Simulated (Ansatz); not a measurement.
Two structures, one formula

Two isomers of CH2OS, singlet, relaxed at PBE0-D4/def2-TZVP (vibrations not checked).

A:

C1  (0.104, 0.275, -0.085)
O2  (-1.073, -0.391, 0.237)
S3  (0.298, -1.425, 0.333)
H4  (0.223, 0.539, -1.133)
H5  (0.447, 1.002, 0.648)
(Å)

B:

```
5
angstrom
O -0.4810 -0.8029 -0.0182
C 0.3905 -0.0035 0.1463
S 1.7809 -0.1870 1.2216
H 1.4269 -1.4108 1.6513
H 0.4283 0.9728 -0.3710
```

Ansatz 0.2.0; basis: def2-TZVPP; cores frozen in the correlated methods. B3LYP uses VWN-RPA correlation.

Question: Which structure is lower at CCSD(T), and by how much? (To be estimated.)

Answer: By the calculation: B, by 1.665 eV (electronic energy, against the other). By their contacts, A is CH₂OS ([CH2]1[O][S]1) and B is CH₂OS ([O][CH][SH]).

All methods give the same order:

| method | E(B) − E(A) (eV) |
| --- | --- |
| PBE-D4 | -1.686 |
| r2SCAN-D4 | -1.752 |
| PBE0-D4 | -1.658 |
| B3LYP-D4 | -1.778 |
| wB97M-V | -1.648 |
| HF | -1.927 |
| MP2 | -1.634 |
| CCSD | -1.683 |
| CCSD(T) | -1.665 |

T1 diagnostic: at most 0.018.

Labels in which every atom is bracketed show which atoms are joined, not bond orders.
